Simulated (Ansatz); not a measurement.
**[Cl···H···SiH], doublet: the ladder up to UCCSDT(Q)**

Geometry: a point of a hydrogen-transfer path between rigid fragments, not a stationary point.

| atom | x (Å) | y (Å) | z (Å) |
| --- | --- | --- | --- |
| Cl | -1.5667 | 0.0227 | 0.0000 |
| H | -0.2879 | 0.0227 | 0.0000 |
| Si | 1.9053 | 0.0227 | 0.0000 |
| H | 2.3018 | -1.4568 | 0.0000 |

Basis cc-pVTZ; Ansatz 0.2.0. Only valence electrons are correlated (noble-gas cores frozen), which leaves 13 electrons in 86 orbitals. Prefix R: restricted or restricted open-shell reference; prefix U: unrestricted. Active spaces: pair = (3e, 3o) about the gap; valence = (13e, 10o) chosen from the atoms' valence shells.

Full CI isn't at hand for all of this; UCCSDT(Q) serves as the reference, and is uncertain by about the last step of the cluster series. The frozen core follows each run's orbitals, which can shift R against U totals by a few meV.

The UHF ⟨S²⟩ is 0.776. The T1 diagnostic (RCCSD) is 0.0157. The largest doubles amplitude (RCCSD) is 0.075 and the T1 diagnostic (UCCSD) is 0.0135.

```tsv
level	E − E(RHF) (eV)
UHF	-0.1473
RMP2	-8.1014
UMP2	-8.0696
RCCSD	-9.2071
UCCSD	-9.2134
RCCSD(T)	-9.5349
UCCSD(T)	-9.5349
```

Q: Estimate how far UCCSDT(Q) in cc-pVTZ lies from RCCSD(T). The table doesn't fix it; the size of (T) and the diagnostics are the guide.

A: UCCSDT(Q) in cc-pVTZ lies 4.7 kJ/mol below RCCSD(T), which is 15 % of the (T) step (-31.6 kJ/mol). The diagnostics are small and the rest is a small part of (T), but (T) is large here. The miss exceeds 1 kcal/mol.

The other levels:

```json
{"level": "BCCD(T)", "E − E(UCCSDT(Q)) (kJ/mol)": "4.7", "share of correlation (%)": "99.50", "wall time": "28 s (H100)"}
{"level": "RCCSDT", "E − E(UCCSDT(Q)) (kJ/mol)": "1.4", "share of correlation (%)": "99.85", "wall time": "–"}
{"level": "UCCSDT", "E − E(UCCSDT(Q)) (kJ/mol)": "1.3", "share of correlation (%)": "99.86", "wall time": "–"}
{"level": "RCCSDT(Q)", "E − E(UCCSDT(Q)) (kJ/mol)": "0.1", "share of correlation (%)": "99.99", "wall time": "78 s (H100)"}
{"level": "CASSCF (pair space)", "E − E(UCCSDT(Q)) (kJ/mol)": "877.5", "share of correlation (%)": "5.09", "wall time": "–"}
{"level": "NEVPT2 (pair space)", "E − E(UCCSDT(Q)) (kJ/mol)": "140.0", "share of correlation (%)": "84.86", "wall time": "22 s (H100)"}
{"level": "CASSCF (valence space)", "E − E(UCCSDT(Q)) (kJ/mol)": "790.5", "share of correlation (%)": "14.50", "wall time": "–"}
{"level": "NEVPT2 (valence space)", "E − E(UCCSDT(Q)) (kJ/mol)": "190.6", "share of correlation (%)": "79.39", "wall time": "14 s (H100)"}
```

The correlation energy at UCCSDT(Q), counted from RHF, is -9.583 eV. That run took 91 s on 2 threads of AMD EPYC 7R13 with a shared H100 80 GB, shared host.

Times hold each run's SCF and search for its determinant on a shared host, so for small cases they say little of a method's own cost.

Natural occupations of CASSCF (valence space) about the gap: 1.999 1.980 1.978 1.927 1.001 0.066 0.027 0.023; effectively unpaired electrons, Σ n²(2−n)², 1.04.
